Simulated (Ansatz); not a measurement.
Relaxed structures of C₂H₅Al, singlet (PBE0-D4/def2-TZVP; forces vanish, vibrations not checked; lower isomers may exist, and structures with a doubtful reference or unclear bonds are left out; Å). Computed with Ansatz 0.2.0 (basis: def2-TZVPP); correlated methods freeze the cores.

Question: Rank them by CCSD(T) energy, lowest first, and give each one's height above the lowest. Links in brackets join atoms within 1.22 times the sum of their covalent radii (1.1 for two metals). (An estimate is asked for; the value comes from the calculation.)
A.
C₂H₅Al ([CH2]1[CH2][AlH]1)
```
8
angstrom
C -0.7400 0.2315 -0.4469
C 0.7585 0.4751 0.0071
Al -0.0291 -1.1175 0.6956
H -0.8722 0.0732 -1.5161
H -1.4508 0.9754 -0.0905
H 0.9096 1.3591 0.6245
H 1.4882 0.4567 -0.8008
H -0.0640 -2.4534 1.5272
```
B.
C₂H₅Al ([CH2][CH][AlH2])
```
8
angstrom
C -0.7474 0.5085 -0.6179
C 0.0579 0.4126 0.4447
Al 0.3584 -1.3153 1.2692
H -1.2449 -0.3633 -1.0388
H -0.9540 1.4511 -1.1226
H 0.5141 1.3370 0.7992
H 1.3031 -1.4908 2.5334
H -0.3870 -2.5597 0.6210
```
C.
C₂H₅Al ([CH3][CH][AlH])
```
8
angstrom
C -1.0071 0.5210 -0.7152
C 0.1692 -0.0522 0.0186
Al 0.4152 -1.6371 0.8482
H -0.9084 0.4624 -1.8056
H -1.1138 1.5861 -0.4719
H -1.9509 0.0395 -0.4488
H 1.1239 0.4052 -0.2627
H 0.6225 -2.5863 2.0914
```

Answer: By the calculation: B (0.0 kJ/mol), A (80.5 kJ/mol), C (142.6 kJ/mol). Heights count from the lowest.

The T1 diagnostic stays at or below 0.016. The restricted Hartree–Fock reference is unstable towards an unrestricted one at one or more of these structures.

For scale, one of the runs: CCSD(T)/def2-TZVPP, 174 basis functions, launched by `ansatz run in.yaml --threads 2 --pin off --events-out ev --progress --plain --max-ram 4352MiB`. Time: 17 s of wall clock on 2 CPU threads of an Intel Xeon 6975P-C; the host was shared. Peak host memory: 1.6 GiB.
